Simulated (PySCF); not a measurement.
## Cost against result

Saddle point of SiH6S, closed shell (SiH₄S ([SiH3][SH]) + H₂ → SiH₄ + H₂S; bonds formed: Si1–H7, S2–H6; bonds broken: Si1–S2, H6–H7), PBE0-D4/def2-TZVP structure:

```
atom    x (Å)    y (Å)    z (Å)
 Si1  -0.6385  -0.1252  -0.4121
  S2   0.7246   0.4826   1.6025
  H3  -0.7120  -0.7060  -1.7927
  H4  -1.3951   1.1421  -0.3581
  H5  -1.2239  -1.2261   0.4028
  H6   1.0311   0.6235  -0.0418
  H7   0.8334   0.4995  -1.0060
  H8   1.3806  -0.6903   1.6054
```

Barriers are electronic and count from the start structure reached by relaxing down the imaginary mode.

Computed with PySCF 2.14 with density fitting (its default auxiliary sets; JK sets also for MP2 and CCSD(T)) (basis: as named in each row); correlated methods freeze the cores. B3LYP uses VWN-RPA correlation. Extrapolation: Hartree–Fock as exp(−7.88 √X), correlation as X^−2.97.

Times are rough, for one single point on 4 threads of a shared host (Arm Neoverse V2).

The estimate by CCSD(T) at an estimated basis limit (MP2 extrapolated from triple and quadruple zeta, plus CCSD(T) − MP2 in triple zeta) is 247.3 kJ/mol.

```tsv
method	basis	time (s)	barrier (kJ/mol)	method less estimate
HF	STO-3G	under 1	520.3	273.0
B3LYP-D4	6-31G	2	275.4	28.1
PBE0-D4	def2-SVP	2	218.8	-28.5
PBE-D4	def2-SVP	2	198.3	-49.1
MP2	def2-QZVPP	3	248.7	1.4
CCSD(T)	def2-SVP	4	259.8	12.5
SPW92	def2-TZVPP	4	171.0	-76.4
PBE0-D4	def2-TZVPP	6	221.6	-25.7
BHLYP-D4	def2-TZVPP	6	258.4	11.1
B3LYP-D4	def2-TZVPP	6	236.2	-11.2
PBE-D4	def2-TZVPP	6	202.8	-44.5
r2SCAN-D4	def2-TZVPP	14	219.9	-27.5
wB97M-V	def2-TZVPP	100	243.3	-4.0
CCSD(T)	def2-TZVPP	100	250.3	3.0
```

All methods are single points on the PBE0-D4 structures.

The T1 diagnostic stays at or below 0.014.

Labels in which every atom is bracketed show which atoms are joined, not bond orders.
